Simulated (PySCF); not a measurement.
**O: electron affinity**

O⁻ [He] 2s2 2p5 (2P) → O [He] 2s2 2p4 (3P), as a difference of total energies. Calculation: PySCF 2.14, in aug-cc-pwCVTZ (7s6p4d2f, 59 functions); no relativity, point nucleus. Correlated levels: valence: 1s2 frozen. The calculations carry no spin-orbit coupling.

| method | electron affinity (eV) | error (eV) |
| --- | --- | --- |
| UHF | -0.565 | -2.026 |
| MP2 (valence) | 1.421 | -0.040 |
| SCS-MP2 (valence) | 1.389 | -0.072 |
| CCSD (valence) | 1.185 | -0.276 |
| CCSD(T) (valence) | 1.336 | -0.125 |

Reference: 1.461 eV (measured; photodetachment measurements, as compiled on the Wikipedia data page of electron affinities).

Errors of the correlated levels include the incompleteness of this basis and the frozen core.

A negative affinity means that the anion lies above the atom at that level of theory.
